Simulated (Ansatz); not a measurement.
Program: Ansatz 0.2.0.

A structure relaxed at PBE0-D4/def2-TZVP, charge 0, multiplicity 2:

```json
{"atom": "C1", "x (Å)": "-0.275", "y (Å)": "0.174", "z (Å)": "0.749"}
{"atom": "Si2", "x (Å)": "0.313", "y (Å)": "-0.694", "z (Å)": "-0.791"}
{"atom": "F3", "x (Å)": "1.759", "y (Å)": "-0.110", "z (Å)": "-1.191"}
{"atom": "H4", "x (Å)": "0.378", "y (Å)": "-0.033", "z (Å)": "1.599"}
{"atom": "H5", "x (Å)": "-1.285", "y (Å)": "-0.161", "z (Å)": "1.001"}
{"atom": "H6", "x (Å)": "-0.300", "y (Å)": "1.256", "z (Å)": "0.585"}
{"atom": "H7", "x (Å)": "-0.591", "y (Å)": "-0.433", "z (Å)": "-1.952"}
```

(1) Give its formula and SMILES.

(2) Summarise the bond lengths by kind.

Answers

(1) CH4FSi, `C[SiH]F`.

(2) 1 × C–Si 1.864 Å; 3 × C–H 1.091 to 1.094 Å; 1 × F–Si 1.609 Å; 1 × H–Si 1.494 Å.
